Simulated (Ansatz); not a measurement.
A made-up structure of AlH2S, doublet:

```
atom    x (Å)    y (Å)    z (Å)
 Al1  -0.1182   0.0150  -0.1337
  S2   1.3128  -0.1666   1.4846
  H3  -1.3382  -0.9911  -0.1400
  H4   1.5189  -0.3111   2.8211
```

It is relaxed with PBE-D4/def2-SVP and then PBE0-D4/def2-TZVP (Ansatz 0.2.0). Atoms count as bonded within 1.22 times the sum of their covalent radii (H–H: 0.88 Å). The end point is not checked to be a true minimum.

(1) Does its bonding change? (Judge from chemistry; the calculation decides.)

Results:

(1) Computed: No: no bond forms or breaks.

Where it ends: The first stage lowers the energy by 0.76 eV in 9 steps. It ends as AlH₂S ([AlH][SH]):
Al1  (0.088, -0.117, -0.104)
S2  (1.616, 0.138, 1.458)
H3  (-1.227, -0.933, 0.307)
H4  (0.899, -0.542, 2.371)
(Å)

Labels in which every atom is bracketed show which atoms are joined, not bond orders.

For scale, one of the runs: PBE0-D4/def2-TZVP relaxation, 86 basis functions, launched by `ansatz run in.yaml --threads 2 --pin off --events-out ev --progress --plain --max-ram 4352MiB`. Hardware: 2 CPU threads of an Arm Neoverse V2, shared host. Wall time about 7 s.
